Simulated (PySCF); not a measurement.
# Computed NMR parameters against published values

Atoms are numbered as in `[CH3:1][CH2:2][CH2:3][Cl:4]`. Each H is labelled by its parent atom.

Measured values that the calculation should reproduce: δ 13C C3 46.8; C2 26.3; C1 11.6; δ 1H H(C3) 3.47; H(C2) 1.81; H(C1) 1.06 ppm (measured; solution, not stated per compound (mostly CDCl3 or CCl4); Pretsch, Buehlmann, Badertscher, Structure Determination of Organic Compounds, 4th ed. (2009)).

One conformer, isolated molecule, fast rotation and ring inversion assumed for equivalent nuclei, non-relativistic. NMR shieldings at CAM-B3LYP/pcSseg-2/GIAO; PBE0-D3(BJ)/def2-SVP structure; PySCF 2.14.

**Question.** Set the calculated values beside the experiment.

**Answer.** 
Reference values: measured (solution, not stated per compound (mostly CDCl3 or CCl4); Pretsch, Buehlmann, Badertscher, Structure Determination of Organic Compounds, 4th ed. (2009)).
```csv
atoms,quantity,reference,computed
C3,δ 13C,46.8,53.4
C2,δ 13C,26.3,30.2
C1,δ 13C,11.6,12.8
H(C3),δ 1H,3.47,3.49
H(C2),δ 1H,1.81,1.66
H(C1),δ 1H,1.06,1.13
```

Computed shifts are σ(ref) − σ with the named reference compound (TMS for H and C) calculated as an isolated molecule at the same level.

**Question.** How far are the unscaled 13C shifts from the references?

**Answer.** Mean signed difference +3.90 ppm, mean absolute 3.90 ppm over 3 comparisons; the largest is +6.6 ppm at C3 (sp3 CH2 bonded to Cl).

**Question.** How far are the unscaled 1H shifts from the references?

**Answer.** Mean signed difference -0.02 ppm, mean absolute 0.08 ppm over 3 comparisons; the largest is -0.15 ppm at H(C2) (hydrogen on an sp3 CH2).

Carbons that carry Cl, above all several Cl atoms, come out too deshielded, partly because spin–orbit coupling is missing.
